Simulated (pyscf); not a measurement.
Single points on ωB97X-D3(BJ)/def2-SVP structures (PySCF, gas phase). MP2 and CC: frozen core, UHF for open shells. ΔMP2 is the change of the MP2 total energy from the triple- to the quadruple-zeta basis.

For the elementary gas-phase step `[OH][BH][Cl]` + `[F][Cl]` → `[OH][B]([Cl])[Cl]` + `[FH]` (singlet surface; B–H, Cl–F broken, B–Cl, F–H formed), what barrier and reaction energy does CCSD(T)/def2-TZVPP + ΔMP2(QZVPP) give, measured from the separated reactants?

ΔE‡ = 52.7 kcal/mol, ΔE = -89.8 kcal/mol. Zero-point energy shifts the barrier by -2.4 kcal/mol. It is a four-centre exchange, with an imaginary mode of 1521i cm⁻¹. This is the saddle that the search found; another between the same sides may lie lower. A restricted solution here is unstable towards spin polarisation, so biradical character is likely and single-reference numbers are less safe. The CCSD(T) − MP2 part came from Ansatz, without density fitting, on the same reference.
